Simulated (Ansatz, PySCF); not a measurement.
Breaking a bond: SMILES O=C=S (COS), singlet. The C2–S3 bond (C2 also carries O; S3 carries nothing else) is stretched with both fragments frozen at the PBE0/def2-TZVP optimised geometry.

Levels: UHF/cc-pVTZ, density fitting (PySCF); RHF/cc-pVTZ, density fitting (PySCF); UKS-BHandHLYP = unrestricted BHandHLYP/cc-pVTZ (PySCF); RKS-BHandHLYP = restricted BHandHLYP/cc-pVTZ (PySCF); UKS-B3LYP = unrestricted B3LYP/cc-pVTZ run with PySCF; RKS-B3LYP = restricted B3LYP/cc-pVTZ run with PySCF; UKS-PBE = Ansatz (a quantum-chemistry and plane-wave program) with unrestricted PBE/cc-pVTZ; RKS-PBE = restricted PBE/cc-pVTZ (Ansatz); UKS-B3LYP/6-31G* = unrestricted B3LYP/6-31G*, spherical d (PySCF); RKS-B3LYP/6-31G* = restricted B3LYP/6-31G*, spherical d run with PySCF; UKS-B3LYP/3-21G = unrestricted B3LYP/3-21G in PySCF 2.14.0; RKS-B3LYP/3-21G = restricted B3LYP/3-21G (PySCF 2.14.0).

Scanned distances (Å): 1.16, 1.23, 1.33, 1.41, 1.45, 1.52, 1.56, 1.59, 1.66, 1.69, 1.79, 1.92, 2.11, 2.35, 2.59, 2.79, 3.12, 3.46, 3.81, 4.19, 4.68.

### Question
Where does the unrestricted solution first break spin symmetry (<S²> of 0.01 or more)?

### Answer
UHF: between 1.92 and 2.11 Å; UKS-BHandHLYP: between 2.11 and 2.35 Å; UKS-B3LYP: between 2.11 and 2.35 Å; UKS-PBE: between 2.11 and 2.35 Å; UKS-B3LYP/6-31G*: between 2.11 and 2.35 Å; UKS-B3LYP/3-21G: between 2.11 and 2.35 Å.

| R / Å | <S²> UHF | E(RHF) − E(UHF) / eV | <S²> UKS-BHandHLYP | E(RKS-BHandHLYP) − E(UKS-BHandHLYP) / eV | <S²> UKS-B3LYP | E(RKS-B3LYP) − E(UKS-B3LYP) / eV | <S²> UKS-PBE | E(RKS-PBE) − E(UKS-PBE) / eV | <S²> UKS-B3LYP/6-31G* | E(RKS-B3LYP/6-31G*) − E(UKS-B3LYP/6-31G*) / eV | <S²> UKS-B3LYP/3-21G | E(RKS-B3LYP/3-21G) − E(UKS-B3LYP/3-21G) / eV |
|---|---|---|---|---|---|---|---|---|---|---|---|---|
| 1.16 | 0.00 | 0.000 | 0.00 | 0.000 | 0.00 | 0.000 | 0.00 | 0.000 | 0.00 | 0.000 | 0.00 | 0.000 |
| 1.23 | 0.00 | 0.000 | 0.00 | 0.000 | 0.00 | 0.000 | 0.00 | 0.000 | 0.00 | 0.000 | 0.00 | 0.000 |
| 1.33 | 0.00 | 0.000 | 0.00 | 0.000 | 0.00 | 0.000 | 0.00 | 0.000 | 0.00 | 0.000 | 0.00 | 0.000 |
| 1.41 | 0.00 | 0.000 | 0.00 | 0.000 | 0.00 | 0.000 | 0.00 | 0.000 | 0.00 | 0.000 | 0.00 | 0.000 |
| 1.45 | 0.00 | 0.000 | 0.00 | 0.000 | 0.00 | 0.000 | 0.00 | 0.000 | 0.00 | 0.000 | 0.00 | 0.000 |
| 1.52 | 0.00 | 0.000 | 0.00 | 0.000 | 0.00 | 0.000 | 0.00 | 0.000 | 0.00 | 0.000 | 0.00 | 0.000 |
| 1.56 | 0.00 | 0.000 | 0.00 | 0.000 | 0.00 | 0.000 | 0.00 | 0.000 | 0.00 | 0.000 | 0.00 | 0.000 |
| 1.59 | 0.00 | 0.000 | 0.00 | 0.000 | 0.00 | 0.000 | 0.00 | 0.000 | 0.00 | 0.000 | 0.00 | 0.000 |
| 1.66 | 0.00 | 0.000 | 0.00 | 0.000 | 0.00 | 0.000 | 0.00 | 0.000 | 0.00 | 0.000 | 0.00 | 0.000 |
| 1.69 | 0.00 | 0.000 | 0.00 | 0.000 | 0.00 | 0.000 | 0.00 | 0.000 | 0.00 | 0.000 | 0.00 | 0.000 |
| 1.79 | 0.00 | 0.000 | 0.00 | 0.000 | 0.00 | 0.000 | 0.00 | 0.000 | 0.00 | 0.000 | 0.00 | 0.000 |
| 1.92 | 0.00 | 0.000 | 0.00 | 0.000 | 0.00 | 0.000 | 0.00 | 0.000 | 0.00 | 0.000 | 0.00 | 0.000 |
| 2.11 | 0.27 | 0.030 | 0.00 | 0.000 | 0.00 | 0.000 | 0.00 | 0.000 | 0.00 | 0.000 | 0.00 | 0.000 |
| 2.35 | 0.83 | 0.497 | 0.62 | 0.187 | 0.48 | 0.088 | 0.39 | 0.052 | 0.46 | 0.081 | 0.38 | 0.049 |
| 2.59 | 0.97 | — | 0.91 | 0.610 | 0.86 | 0.465 | 0.84 | 0.425 | 0.85 | 0.449 | 0.82 | 0.388 |
| 2.79 | 1.01 | — | 0.98 | 0.896 | 0.96 | 0.749 | 0.95 | 0.730 | 0.95 | 0.729 | 0.93 | 0.660 |
| 3.12 | 1.03 | — | 1.01 | 1.182 | 1.00 | 1.049 | 1.00 | 1.060 | 0.99 | 1.028 | 0.99 | 0.954 |
| 3.46 | 1.03 | — | 1.01 | 1.317 | 1.01 | 1.199 | 1.01 | 1.230 | 1.00 | 1.182 | 1.00 | 1.110 |
| 3.81 | 1.03 | — | 1.01 | 1.374 | 1.01 | 1.267 | 1.01 | 1.313 | 1.00 | 1.255 | 1.00 | 1.186 |
| 4.19 | 1.03 | — | 1.01 | 1.399 | 1.01 | 1.297 | 1.01 | 1.353 | 1.00 | 1.288 | 1.00 | 1.223 |
| 4.68 | 1.03 | — | 1.01 | 1.411 | 1.01 | 1.312 | 1.01 | 1.373 | 1.01 | 1.304 | 1.00 | 1.240 |

A dash means that the run gave no value there, or that the column was ended at a point which the program doubted or which failed a test of continuity chosen for this set; such a test can also cut sound points.
